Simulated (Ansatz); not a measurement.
Density of states of BaH2 (P6_3/mmc, a = 4.438 Å, b = 4.438 Å, c = 6.000 Å, α = 90.00°, β = 90.00°, γ = 120.00°), in states per eV and primitive cell, averaged over bins of 0.4 eV. Method: Ansatz, DFT r2SCAN, scalar-relativistic, plane waves, PAW.

Settings: cutoff 500 eV, Γ-centred mesh 6×6×6 on the computed 6-atom cell, Gaussian smearing of 0.02 eV; no spin polarisation.

The cell is relaxed at this level. The states (both spins) are summed by tetrahedra on a 9×9×9 mesh at the self-consistent density. Energies are bin centres; the table starts no lower than −8 eV and ends at 6 eV, or lower where the solved bands end.

The gap is 2.28 eV at this level, with the zero inside it.

| E − E_F (eV) | total | H 1s | Ba 6s | Ba 5p | Ba 5s |
| --- | --- | --- | --- | --- | --- |
| -5.05 | 0.13 | 0.06 | 0.06 | 0.00 | 0.01 |
| -4.65 | 0.34 | 0.16 | 0.14 | 0.02 | 0.03 |
| -4.25 | 0.59 | 0.30 | 0.21 | 0.04 | 0.03 |
| -3.85 | 1.50 | 0.97 | 0.35 | 0.09 | 0.04 |
| -3.45 | 3.35 | 2.55 | 0.45 | 0.15 | 0.03 |
| -3.05 | 4.19 | 3.33 | 0.42 | 0.19 | 0.01 |
| -2.65 | 6.03 | 5.23 | 0.15 | 0.25 | 0.00 |
| -2.25 | 2.57 | 2.26 | 0.06 | 0.05 | 0.00 |
| -1.85 | 1.02 | 0.91 | 0.02 | 0.01 | 0.00 |
| -1.45 | 0.27 | 0.25 | 0.00 | 0.00 | 0.00 |
| -1.05 | 0.00 | 0.00 | 0.00 | 0.00 | 0.00 |
| -0.65 | 0.00 | 0.00 | 0.00 | 0.00 | 0.00 |
| -0.25 | 0.00 | 0.00 | 0.00 | 0.00 | 0.00 |
| 0.15 | 0.00 | 0.00 | 0.00 | 0.00 | 0.00 |
| 0.55 | 0.00 | 0.00 | 0.00 | 0.00 | 0.00 |
| 0.95 | 0.00 | 0.00 | 0.00 | 0.00 | 0.00 |
| 1.35 | 0.36 | 0.01 | 0.15 | 0.00 | 0.00 |
| 1.75 | 1.23 | 0.06 | 0.35 | 0.00 | 0.01 |
| 2.15 | 3.34 | 0.10 | 0.39 | 0.00 | 0.01 |
| 2.55 | 4.11 | 0.07 | 0.29 | 0.00 | 0.01 |
| 2.95 | 4.24 | 0.06 | 0.28 | 0.00 | 0.02 |
| 3.35 | 3.85 | 0.06 | 0.11 | 0.00 | 0.00 |
| 3.75 | 2.34 | 0.07 | 0.08 | 0.00 | 0.00 |
| 4.15 | 2.83 | 0.14 | 0.27 | 0.00 | 0.01 |
| 4.55 | 3.31 | 0.16 | 0.30 | 0.00 | 0.01 |
| 4.95 | 4.47 | 0.15 | 0.36 | 0.00 | 0.01 |
| 5.35 | 3.95 | 0.12 | 0.25 | 0.00 | 0.01 |
| 5.75 | 3.19 | 0.07 | 0.14 | 0.00 | 0.00 |

The columns after the total are the Löwdin projections on the occupied valence shells of the potentials. The rest of the total lies in shells that are empty in the free atom, which aren't projected, and between the atoms.

Spin-orbit coupling is left out, which matters for the bands of heavy elements.

Whether BaH2 exists in this form wasn't checked.

Cost: 1 run of about 2.3 core-minutes, on AMD EPYC (Zen 3) (shared hosts).